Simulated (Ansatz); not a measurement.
bcc Ta was calculated with PBE in Ansatz (plane waves, PAW).

Input:

Ansatz 0.2 input:
```yaml
crystal:
  lattice:
    - [-1.6595270493, 1.6595270493, 1.6595270493]
    - [1.6595270493, -1.6595270493, 1.6595270493]
    - [1.6595270493, 1.6595270493, -1.6595270493]
  atoms:
    - { symbol: Ta, position: [0.0, 0.0, 0.0] }
basis:
  ecutwfc: 520
  ecutrho_ratio: 4
  xc_grid: 2
kpoints:
  mp_grid: { grid: [24, 24, 24] }
hamiltonian:
  xc: pbe
  dispersion: none
  pseudopotentials: { kind: paw }
scf:
  occupations: { method: fermi_dirac, width: 0.05 }
  convergence: { dr2_threshold: 0.000000001 }
output:
  forces: false
  stress: true
  eigenvalues: true
```

Excerpt of the program's output:

```
WARN output.stress: scf.convergence.dr2_threshold = 1e-9 eV is looser than the 1e-10 eV advised for a printed stress (1e-10 eV for each atom of the cell: 1)
Crystal: 1 atoms, lattice volume = 18.282 Å³
Basis set: ecut = 520 eV, 531 PW (Γ), exchange–correlation on 48×48×48 points (8 copies of the dense FFT grid, shifted against one another)
Bands: 11, of which v1, the nominal top of the filled ones, is band 7 counted from 1 (6 counted from 0)
Symmetry: 48 space group operations
Space group: Im-3m (ITA 229), of the structure as read, at distance tolerance 2.6e-5 Å
k-points: 413 of 13824
Functional: x = pbe(κ = 0.804, μ = 0.2195149727645171), c = pbe(β = 0.06672455060314922)
SCF iter   1: F=—  HF=-9932.256502 eV  |F-HF|=—  |Δ(HF+E_count)|=         —  Δρ=2.19e-3  dr2=2.26e-4
SCF iter   2: F=—  HF=-9932.256435 eV  |F-HF|=—  |Δ(HF+E_count)|=   6.74e-5  Δρ=1.06e-3  dr2=5.81e-5
  ...
SCF iter   5: F=—  HF=-9932.256510 eV  |F-HF|=—  |Δ(HF+E_count)|=   4.31e-8  Δρ=1.79e-5  dr2=1.65e-8
SCF iter   6: F=-9932.256510 eV  HF=-9932.256510 eV  |F-HF|=9.09e-12  |Δ(HF+E_count)|=   6.32e-9  Δρ=4.26e-7  dr2=1.41e-11
SCF 1 converged in 6 iterations: F = -9932.256510 eV  dr2 = 1.41e-11
SCF converged after 6 iterations
Free energy (F): -9932.256510 eV
Internal energy: -9932.245431 eV  (E = F + TS)
E sigma→0 (E₀):  -9932.250970 eV
Fermi energy:    18.323493 eV
--- Stress (GPa, compression-positive) ---
        0.000240      -0.000000       0.000000
        0.000000       0.000240      -0.000000
       -0.000000      -0.000000       0.000240
  P = ⅓ Tr σ = 0.0002 GPa (0.002 kbar)
```

Ansatz is a quantum-chemistry and plane-wave program.
